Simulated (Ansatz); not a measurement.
The reference is Au in the fcc (Cu type) structure (space group Fm-3m, No. 225; a = 4.157 Å).

Levels (all Ansatz, a quantum-chemistry and plane-wave program, PAW): PBE (420 eV, no spin-orbit coupling); r2SCAN (500 eV, scalar-relativistic without spin-orbit coupling).

Levels that relaxed their own cell: PBE and r2SCAN.

```json
[
 {"level": "PBE", "lattice parameter a": "4.157 Å"},
 {"level": "r2SCAN", "lattice parameter a": "4.124 Å"}
]
```

Measured: lattice parameter a 4.062 Å (static lattice; corrected from measurement; as listed in Daniel Mejia-Rodriguez, S. B. Trickey, Phys. Rev. B (2018)).

Computed minus measured — lattice parameter a: PBE +2.3 %, r2SCAN +1.5 % (closest: r2SCAN).

No phonon test of stability was made.
